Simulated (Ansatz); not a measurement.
C2H2F2O can be A, `FC1(F)CO1`, or B, `F[C@@H]1O[C@H]1F`.

Isolated molecules relaxed with PBE0-D4/def2-TZVP in Ansatz; ΔE leaves out vibrations. CCSD(T)/CBS is the MP2 limit (def2-TZVPP, def2-QZVPP) plus CCSD(T) − MP2 in def2-TZVPP, frozen cores. This one scheme is used for every species. Functionals use def2-TZVPP. B3LYP here is the variant with VWN-RPA as its local correlation; programs differ in this.

(1) Which is lower in electronic energy at CCSD(T)/CBS, and by how much? (Estimate.)

(2) Give E(B) − E(A) in kcal/mol with PBE0-D4, B2PLYP, HF/def2-TZVPP, MP2/def2-TZVPP, CCSD(T)/def2-TZVPP, r2SCAN-D4, B3LYP. (An estimate is asked.)

Largest T1 diagnostic: 0.013.

Results:

(1) Computed: A, by 3.0 kcal/mol.

(2) Computed: PBE0-D4 2.9, B2PLYP 2.7, HF/def2-TZVPP 3.8, MP2/def2-TZVPP 3.3, CCSD(T)/def2-TZVPP 3.2, r2SCAN-D4 3.2, B3LYP 2.3. None reverses the order clearly.

From BLYP to BHLYP (50 % exact exchange), in def2-TZVPP and without D4, E(B) − E(A) moves by +1.5 kcal/mol. At CCSD(T), def2-SVP lies +1.7 kcal/mol from the extrapolated value and def2-TZVPP +0.3 kcal/mol.
